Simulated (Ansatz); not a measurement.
We consider 1T (CdI2-type) PtS2, described by r²SCAN+rVV10 (PAW; Ansatz, a program for electronic structure).

Settings: plane-wave cutoff 500 eV, 12×12×8 k mesh (along the axes of the cell as run), Fermi–Dirac smearing 0.05 eV, scalar-relativistic PAW data made under PBE.

Computed at the level's own relaxed cell.

What does this level give for the equilibrium volume per atom, equilibrium lattice constant a and c axis length?


- equilibrium volume per atom = 18.67 Å³/atom
- equilibrium lattice constant a = 3.552 Å
- c axis length = 5.126 Å

Measured, for comparison: lattice constant a 3.542 Å (temperature not stated, no zero-point or thermal correction; as tabulated in Björkman (2014), arXiv:1406.2436); lattice parameter c 5.036 Å (temperature not stated, zero-point anharmonic expansion removed (computed with revB86b-DF2); no thermal correction; as tabulated in Björkman (2014), arXiv:1406.2436). Computed (rounded) less measured: lattice constant a +0.3 %, lattice parameter c +1.8 %.

Spin–orbit coupling is not included.

Static lattice: no zero-point or thermal effects.

Cost on a shared machine: roughly 80 core-seconds.
